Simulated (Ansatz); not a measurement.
## Ansatz (development build ahead of 0.2.0) run

```yaml
crystal:
  periodic: [false, false, false]
  atoms:
    - { symbol: C, position_ang: [0.0, 0.0, 0.0] }
    - { symbol: S, position_ang: [0.0, 0.0, 1.56975] }
basis:
  gaussian: { orbitals: def2-SVP }
total_charge: 1
magnetization:
  spin_polarized: true
  initial_magnetization: 1
hamiltonian:
  xc: hf
correlation:
  method: mp2
  frozen_orbitals: { C: 1, S: 5 }
scf:
  omitted_lower_state_checks: [starts, atomic_configurations, cluster_reference, orbital_swaps, given_window_search, neighbouring_geometries, increment]
```

The input is written out in the form of the current development build from the run's settings.

Output:

```
Converged                                                          : yes
Reference energy                                                   : -434.79675 hartree
Correlation energy                                                 : -0.16721 hartree
Total energy                                                       : -434.96396 hartree
Spin squared of the determinant                                    : 1.703
Stability test                                                     : minimum
Occupied orbitals by symmetry in an Abelian subgroup (alpha; beta) : 7 A1 2 B1 2 B2; 6 A1 2 B1 2 B2
```

Messages of the program:
```
mean field -11831.42231124 eV, -434.7967503121 hartree, gradient 2.1e-6 eV, S^2 1.703431; 0 other ends of a descent, 0 dependent functions left out
```

Caution: the unrestricted determinant is a mixture of spin states.
